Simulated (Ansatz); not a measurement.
```yaml
crystal:
  periodic: [false, false, false]
  atoms:
    - {symbol: B, position_ang: [-1.172615, 1.088331, -0.564450]}
    - {symbol: S, position_ang: [-1.243134, -0.439550, 0.335900]}
    - {symbol: Si, position_ang: [0.862860, -0.886042, 0.447332]}
    - {symbol: H, position_ang: [-0.130785, 1.557125, -0.913422]}
    - {symbol: H, position_ang: [-2.211502, 1.621919, -0.803137]}
    - {symbol: Xx, position_ang: [1.570266, 0.196698, 1.171734]}
    - {symbol: H, position_ang: [1.420685, -1.031522, -0.918390]}
    - {symbol: H, position_ang: [0.996322, -2.163958, 1.188635]}
basis:
  gaussian: {orbitals: def2-mTZVP}
magnetization: {spin_polarized: true, initial_magnetization: 2}
hamiltonian: {xc: {name: HF}}
correlation: {method: mp2}
output: {forces: true}
```

```sh
$ ansatz run in.yaml --threads 2 --pin off --events-out ev --progress --plain --max-ram 4352MiB
```

It prints (some lines left out):

```
Error: YAML parse error: error: line 9 column 16: `Xx` is not an element symbol (H … Og, case-exact)
 7 |     - {symbol: H, position_ang: [-0.130785, 1.557125, -0.913422]}
 8 |     - {symbol: H, position_ang: [-2.211502, 1.621919, -0.803137]}
 9 |     - {symbol: Xx, position_ang: [1.570266, 0.196698, 1.171734]}
10 |     - {symbol: H, position_ang: [1.420685, -1.031522, -0.918390]}
11 |     - {symbol: H, position_ang: [0.996322, -2.163958, 1.188635]}
```

In this input an element symbol is wrong. The program refused the input.
